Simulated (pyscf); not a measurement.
PySCF, gas phase, ωB97X-D3(BJ)/def2-SVP geometries.

PBE/def2-TZVP puts the barrier of `[CH3][Te]` [doublet] + `[CH3][CH3]` → `[CH3][Te][CH3]` + `[CH3]` [doublet] (substitution at C; doublet surface; C–C broken, C–Te formed) at 195.7 kJ/mol and the reaction energy at +145.7 kJ/mol, from the separated reactants. What do B3LYP-D3(BJ)/def2-TZVP, PBE0-D3(BJ)/def2-TZVP, ωB97M-D3(BJ)/def2-TZVP give on the same structures?

B3LYP-D3(BJ): ΔE‡ = 206.0 kJ/mol, ΔE = +142.6 kJ/mol; PBE0-D3(BJ): ΔE‡ = 211.9 kJ/mol, ΔE = +145.5 kJ/mol; ωB97M-D3(BJ): ΔE‡ = 238.0 kJ/mol, ΔE = +157.4 kJ/mol. PBE's barrier lies under all of them, by 10.3 to 42.3 kJ/mol. Its reaction energy lies among theirs. Low barriers are usual for a GGA, whose delocalisation error favours stretched bonds. One saddle was located; it need not be the lowest between these sides. The angle at the attacked C is 178°. Elements past Kr carry the def2 core potentials, without spin-orbit coupling.
